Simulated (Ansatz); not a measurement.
# CH5AlS: a ladder of functionals and wavefunction methods

An exercise on one series of results from a longer session: the logs are not shown, and one member is left open.

The runs use Ansatz 0.2.0, Gaussian basis; functionals in def2-TZVPP, the program's frozen cores in correlated methods.

Levels to be run: LDA (SPW92), PBE-D4, revPBE-D4, BLYP-D4, r2SCAN-D4, B97M-V, PBE0-D4, B3LYP-D4, r2SCANh-D4, r2SCAN0-D4, HSE06-D4, BHLYP-D4, CAM-B3LYP-D4, LC-ωPBE, ωB97X-V, ωB97M-V, B2PLYP, PBE-QIDH; CCSD(T)/def2-SVP; CCSD(T)/def2-TZVPP; CCSD(T)/def2-QZVPP; extrapolation to the limit; RPA on PBE.

### The geometry

An earlier PBE0-D4 in a triple-zeta def2 set relaxation fixed the geometry.

8 atoms, charge 0, spin multiplicity 1.

Atoms are counted from 1 here; the program's logs count them from 0.

Bond lengths: C1–S2 1.822 Å, C1–H4 1.089 Å, C1–H5 1.090 Å, C1–H6 1.089 Å, S2–Al3 2.168 Å, Al3–H7 1.585 Å, Al3–H8 1.580 Å. Angles: S2–C1–H4 108.7°, S2–C1–H5 111.6°, S2–C1–H6 108.7°, H4–C1–H5 109.2°, H4–C1–H6 109.2°, H5–C1–H6 109.2°, C1–S2–Al3 102.5°, S2–Al3–H7 117.5°, S2–Al3–H8 117.5°, H7–Al3–H8 125.0°.

As a file:

```
C    -0.7246    1.0532   -0.5037
S    -1.0899   -0.4428    0.4698
Al    0.8597   -1.3724    0.6518
H    -1.3037    1.0209   -1.4256
H     0.3349    1.1253   -0.7475
H    -1.0201    1.9276    0.0747
H     2.0883   -0.6373   -0.0276
H     0.9476   -2.7318    1.4522
```

Set-up of the first run:

in.yaml

```yaml
crystal:
  periodic: [false, false, false]
  atoms:
    - {symbol: C, position_ang: [-0.724634, 1.053189, -0.503650]}
    - {symbol: S, position_ang: [-1.089928, -0.442753, 0.469784]}
    - {symbol: Al, position_ang: [0.859662, -1.372357, 0.651806]}
    - {symbol: H, position_ang: [-1.303674, 1.020891, -1.425607]}
    - {symbol: H, position_ang: [0.334936, 1.125287, -0.747467]}
    - {symbol: H, position_ang: [-1.020059, 1.927610, 0.074721]}
    - {symbol: H, position_ang: [2.088308, -0.637264, -0.027599]}
    - {symbol: H, position_ang: [0.947589, -2.731804, 1.452212]}
basis:
  gaussian: {orbitals: def2-TZVPP}
hamiltonian: {xc: lda}
output: {orbitals: {seedname: orbitals}}
```

Started as:

```console
> ansatz run in.yaml --threads 2 --pin off --events-out ev --progress --plain --max-ram 22528MiB --backend cpu
```

Among the steps run: LDA; PBE-D4 (GGA); revPBE-D4 (GGA); BLYP-D4 (GGA); r2SCAN-D4 (meta-GGA); B97M-V (meta-GGA); PBE0-D4 (hybrid); B3LYP-D4 (hybrid); r2SCANh-D4 (hybrid); r2SCAN0-D4 (hybrid); HSE06-D4 (hybrid); BHLYP-D4 (hybrid); CAM-B3LYP-D4 (range-separated); LC-ωPBE (range-separated); ωB97X-V (range-separated); ωB97M-V (range-separated); B2PLYP (double hybrid); PBE-QIDH (double hybrid).

One table of the session follows, with a row left open; its other results are not shown here.

It belongs to the step «Frontier levels by functional». 

```
  functional  HOMO (eV)  LUMO (eV)  gap (eV)
 LDA (SPW92)      -6.21      -2.24      3.97
      PBE-D4      -6.09      -2.02      4.08
   revPBE-D4      -6.05      -1.92      4.13
     BLYP-D4      -5.92      -1.89      4.04
   r2SCAN-D4      -6.33      -1.71      4.63
      B97M-V      -6.43      -1.90      4.54
     PBE0-D4          ?          ?         ?
    B3LYP-D4      -6.98      -1.47      5.51
  r2SCANh-D4      -6.75      -1.46      5.29
  r2SCAN0-D4      -7.38      -1.09      6.29
    HSE06-D4      -6.82      -1.64      5.18
    BHLYP-D4      -8.21      -0.51      7.70
CAM-B3LYP-D4      -8.50      -0.36      8.14
     LC-ωPBE      -9.88       0.69     10.57
     ωB97X-V      -9.53       0.59     10.12
     ωB97M-V      -9.38       0.34      9.72
```

Q: Estimate the row for PBE0-D4 from the others.

As computed: HOMO (eV): -7.22; LUMO (eV): -1.28; gap (eV): 5.94. In the column «HOMO (eV)» it lies between r2SCAN0-D4 (-7.38) and B3LYP-D4 (-6.98).
